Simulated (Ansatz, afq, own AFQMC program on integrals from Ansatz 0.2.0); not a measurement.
**Where AFQMC and coupled cluster stand for GaBP⁺, triplet**

```yaml
atoms:
  - { symbol: Ga, position_ang: [0.0000, -0.0695, 0.8887] }
  - { symbol: B, position_ang: [0.0000, 1.1594, -0.7788] }
  - { symbol: P, position_ang: [0.0000, -0.2481, -1.7287] }
```

Connectivity, by distances: Ga–B–P, closed to a ring.

Basis cc-pVDZ. Noble-gas cores (and the filled d shells of Ga–Kr and In–Xe) are frozen. Integrals, coupled cluster, full CI and functionals: Ansatz 0.2.0; the random walks run on the same integrals in our own AFQMC program. The CISD trial takes its coefficients from CCSD amplitudes. Released means that phaseless walkers are propagated on without the constraint, phases kept. ± is one standard error of the sampling. No spin–orbit coupling.

Determinant: UHF, the one that the program's search chose, which needn't be the lowest solution. The geometry is a PBE0/def2-TZVP stationary point of this or a neighbouring charge and spin state.

No full CI on the walks' own integrals is used here; CCSDT(Q) serves as the reference and is uncertain by about the last step of the cluster series.

Cautions: no relativity below Rb; no spin-orbit coupling; inner d shell frozen; lower spins were not checked; higher spins were not checked; raised T1 diagnostic (T1 0.049, weight of the determinant 0.81, largest double 0.08); (T) is large, 6 % of the CCSD correlation; unrestricted determinant spin contaminated (⟨S²⟩ 2.15 against 2.00); the ph-AFQMC/CISD walk drifts between its halves (2.3 errors).

```
T1 diagnostic                               : 0.0492
weight of the determinant in the CISD state : 0.809
⟨S²⟩ of the determinant                     : 2.150
size of the correlated space                : 10 electrons in 39 orbitals
```

Reference: CCSDT(Q), correlation energy -6.459 eV. The released energy is read at 2.40 1/Eh (meV from the phaseless value at times in 1/Eh: 15 ± 20 at 0.24, 0 ± 23 at 0.51, -3 ± 21 at 0.99, -30 ± 22 at 1.62, -23 ± 24 at 2.40).

```tsv
level	E − E(reference) (mEh)	share of correlation (%)
HF	237.38	0.00
MP2	50.17	78.87
CCSD	17.34	92.69
CCSD(T)	3.57	98.50
CCSDT	1.45	99.39
ph-AFQMC/CISD	0.60 ± 0.94	99.75
released AFQMC	-0.25 ± 0.86	100.11
```

A walk keeps the symmetry of its determinant, which the program's search chose and which needn't be the lowest solution, so a lower state of the same spin and another symmetry isn't excluded. Released energies are given only where the last usable release times agree within the noise; a slower fall can still hide under it.
